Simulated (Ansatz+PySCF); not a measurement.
**singlet NH₃: levels of theory in one basis**

```yaml
atoms:
  - { symbol: N, position_ang: [0.0000, 0.0000, 0.1824] }
  - { symbol: H, position_ang: [1.4038, 0.0000, -0.4255] }
  - { symbol: H, position_ang: [-0.7019, 1.2157, -0.4255] }
  - { symbol: H, position_ang: [-0.7019, -1.2157, -0.4255] }
```

Basis set: cc-pVDZ (spherical functions). Frozen core: 1 orbital. Charge 0, multiplicity 1.

Computed with Ansatz (development build ahead of 0.2.0); each method stands on the lowest determinant of its kind that the runs found. NEVPT2 correlates all electrons. Active spaces start from the frontier orbitals, and the lowest solution found is given.

```csv
method,E − E(RHF) (eV),<S²> of the determinant
RHF,0.00,0.00
UHF,-0.83,1.27
UHF-MP2,-4.83,1.27
RHF-CCSD,-7.14,–
RHF-CCSD(T),-7.46,–
UHF-CCSD(T),-7.28,1.27
RHF-CCSDT(Q),-7.51,–
UHF-CCSDT(Q),-7.49,1.27
"CASSCF(8,7)",-4.34,–
"CASSCF(2,2)",-1.25,–
"SC-NEVPT2(8,7)",-7.01,–
"SC-NEVPT2(2,2)",-6.63,–
```

Question: What does RHF-MP2 give on the same scale?

Answer: -6.44 eV.

Question: Is a single determinant a sound starting point here?

Answer: It is doubtful. Unrestricted orbitals lower Hartree–Fock by 0.83 eV and <S²> is 1.27 where a pure state has 0.00, a sign of strong static correlation. The CASSCF(8,7) natural occupations are 1.99, 1.89, 1.89, 1.88, 0.13, 0.11, 0.11. The CASSCF(2,2) natural occupations are 1.88, 0.12.

Caution for RHF, RHF-MP2, RHF-CCSD, RHF-CCSD(T), RHF-CCSDT(Q): an unrestricted determinant lies well below. Caution for UHF, UHF-MP2, UHF-CCSD(T), UHF-CCSDT(Q): the unrestricted determinant is a mixture of spin states. Caution for RHF-MP2, UHF-MP2, RHF-CCSD, RHF-CCSD(T), UHF-CCSD(T), RHF-CCSDT(Q), UHF-CCSDT(Q): bonds are stretched, where a single reference can fail. Caution for UHF-MP2, UHF-CCSD(T), UHF-CCSDT(Q): a plain start can end on a higher determinant. Caution for UHF-MP2, UHF-CCSD(T): another reference gives a lower total. Caution for UHF-CCSD(T): the program doubts this total. Caution for CASSCF(2,2): other starts end on other solutions of this active space.
